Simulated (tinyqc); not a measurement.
Extended Hueckel theory, for BH+, step by step. The parameters take no account of the charge, which enters only through the electron count. One step of it, computed by the program tinyqc.

Problem. Mulliken analysis. P = C n C^T; charge = valence electrons (H 1, B 3) minus the sum of (P S)_ii on the atom; overlap population = 2 sum P_ij S_ij between two atoms.

coefficients, order 1B 2s, 1B 2px, 1B 2py, 1B 2pz, 2H 1s:
$$\begin{pmatrix}
0.626833 & -0.624408 & 0.000000 & 0.000000 & -0.675534 \\
0.000000 & 0.000000 & 0.072467 & 0.997371 & 0.000000 \\
0.000000 & 0.000000 & 0.997371 & -0.072467 & 0.000000 \\
0.098219 & 0.663590 & 0.000000 & 0.000000 & -0.938054 \\
0.535709 & 0.355919 & 0.000000 & 0.000000 & 1.074911
\end{pmatrix}$$

occupations: [2.000000, 1.000000, 0.000000, 0.000000, 0.000000]

overlap S, order 1B 2s, 1B 2px, 1B 2py, 1B 2pz, 2H 1s:
$$\begin{pmatrix}
1.000000 & 0.000000 & 0.000000 & 0.000000 & 0.390402 \\
0.000000 & 1.000000 & 0.000000 & 0.000000 & 0.000000 \\
0.000000 & 0.000000 & 1.000000 & 0.000000 & 0.000000 \\
0.000000 & 0.000000 & 0.000000 & 1.000000 & 0.458559 \\
0.390402 & 0.000000 & 0.000000 & 0.458559 & 1.000000
\end{pmatrix}$$

Give: charges; Overlap populations.

Solution.

charges: 1B 1.0326, 2H -0.0326

Overlap populations:
```
pair     value
2-1   0.663983
```
